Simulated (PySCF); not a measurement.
A structure optimised at B3LYP-D3(BJ)/def2-TZVPD, used in a PySCF frequency run:

```
Cl
Cl 1 2.0108
```
Charge 0, spin multiplicity 1.

Problem. Write its SMILES, formula and point group.

Solution. ClCl, Cl2, D∞h

Problem. What are its rotational constants (standard atomic weights)?

Solution. 7.0520 GHz (linear rotor, B only)
